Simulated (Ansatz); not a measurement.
# BH₄ (quartet): wave-function methods side by side, aug-cc-pVDZ

An exercise on one series of results from a longer session: the logs are not shown, and one member is left open.

Method: aug-cc-pVDZ, core rule «outside noble gas», up to 1 orbitals frozen; program: Ansatz 0.2.0, Gaussian basis.

To be run: UHF; CCSD(T) on ROHF; CCSD(T) on UHF; BCCD(T) on ROHF; CISD; CCSDT(Q) on ROHF; CCSDT(Q) on UHF.

8 further runs of the same task are left out: 2 for a known fault of the program, 6 set aside as unsound or not needed.

## What is computed

The geometry is a PBE0/def2-TZVP stationary point (not a proven minimum) of the parent state, kept for this charge and spin.

5 atoms, charge 0, spin multiplicity 4.

Atoms are counted from 1 here; the program's logs count them from 0.

Bond lengths: B1–H2 1.256 Å, B1–H3 1.256 Å, B1–H4 1.256 Å, B1–H5 1.256 Å. Angles: H2–B1–H3 65.3°, H2–B1–H4 135.2°, H2–B1–H5 135.2°, H3–B1–H4 135.2°, H3–B1–H5 135.2°, H4–B1–H5 65.3°.

The first run:

The input, in.yaml:

```yaml
crystal:
  periodic: [false, false, false]
  atoms:
    - {symbol: B, position_ang: [0.000000, 0.000000, 0.000000]}
    - {symbol: H, position_ang: [0.472475, 0.486295, 1.057304]}
    - {symbol: H, position_ang: [-0.485791, -0.470884, 1.058245]}
    - {symbol: H, position_ang: [-0.471913, 0.471402, -1.064277]}
    - {symbol: H, position_ang: [0.485229, -0.486813, -1.051272]}
basis:
  gaussian: {orbitals: aug-cc-pVDZ}
magnetization: {spin_polarized: true, initial_magnetization: 3}
hamiltonian: {xc: hf}
output: {orbitals: {seedname: orbitals}}
```

The run is started by

```bash
$ ansatz run in.yaml --threads 1 --pin off --events-out ev --progress --plain --max-ram 3328MiB --backend cpu
```

Steps of the session up to this table: UHF; CCSD(T) on ROHF; CCSD(T) on UHF; BCCD(T) on ROHF; CISD; CCSDT(Q) on ROHF; CCSDT(Q) on UHF.

One of the session's tables, all rows but one given; the rest of the session is left out.

```
   method  from UCCSDT(Q) (meV)
     ROHF               +3856.6
      UHF               +3696.2
     RMP2                +877.8
     UMP2                +915.5
     CISD                +287.7
    RCCSD                +149.1
    UCCSD                +144.9
 RCCSD(T)                 +32.4
 UCCSD(T)                 +32.4
  BCCD(T)                 +32.2
   RCCSDT                  +5.1
   UCCSDT                  +4.6
RCCSDT(Q)                     ?
UCCSDT(Q)                     0
```

**Question.** Estimate the row for RCCSDT(Q).

The run gave: from UCCSDT(Q) (meV): +0.4. In the column «from UCCSDT(Q) (meV)» it lies between UCCSDT(Q) (0) and UCCSDT (+4.6).

To keep in mind: Restricted and unrestricted rows rest on different reference determinants; where their highest levels disagree by more than a few hundredths of an eV, they describe different states and don't form one ladder.
